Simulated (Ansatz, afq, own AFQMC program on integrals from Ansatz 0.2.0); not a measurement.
## BH₄, doublet in cc-pVTZ, levels against CCSDT(Q)

```xyz
5

B    -0.1651    0.0000    0.0000
H    -0.7619    1.0336    0.0000
H    -0.7619   -1.0336    0.0000
H     1.2339    0.0000    0.0000
H     2.0609    0.0000    0.0000
```

Basis cc-pVTZ. Noble-gas cores (and the filled d shells of Ga–Kr and In–Xe) are frozen. Ansatz 0.2.0 and our own AFQMC program on the same integrals; the CISD trial comes from CCSD amplitudes, and released means the phaseless constraint is let go. Uncertainties: one standard error, sampling alone.

Determinant: UHF, the one that the program's search chose, which needn't be the lowest solution. The geometry is a point of a scan.

No full CI on the walks' own integrals is used here; CCSDT(Q) serves as the reference and is uncertain by about the last step of the cluster series.

```
T1 diagnostic                               : 0.0124
weight of the determinant in the CISD state : 0.929
⟨S²⟩ of the determinant                     : 0.771
size of the correlated space                : 7 electrons in 85 orbitals
```

| level | correlation energy (eV) |
| --- | --- |
| MP2 | -3.3858 |
| CCSD | -4.1026 |
| CCSD(T) | -4.1892 |

(1) Estimate where AFQMC with the constraint released lies against CCSD(T) on the same integrals.

(1) 0.47 ± 0.04 kcal/mol below CCSD(T).

Reference: CCSDT(Q), correlation energy -4.208 eV. The released energy is read at 2.40 1/Eh (meV from the phaseless value at times in 1/Eh: -1.5 ± 2.2 at 0.24, -1.0 ± 1.6 at 0.51, -5.3 ± 2.4 at 0.99, -3.4 ± 1.7 at 1.62, -6.7 ± 1.9 at 2.40).

```
         level  E − E(reference) (kcal/mol)  share of correlation (%)
       CCSD(T)                         0.43                     99.56
         CCSDT                         0.04                     99.96
   ph-AFQMC/HF                  0.75 ± 0.48                     99.22
 ph-AFQMC/CISD                  0.11 ± 0.05                     99.88
released AFQMC                 -0.04 ± 0.04                    100.04
```

A walk keeps the symmetry of its determinant, which the program's search chose and which needn't be the lowest solution, so a lower state of the same spin and another symmetry isn't excluded. Released energies are given only where the last usable release times agree within the noise; a slower fall can still hide under it.
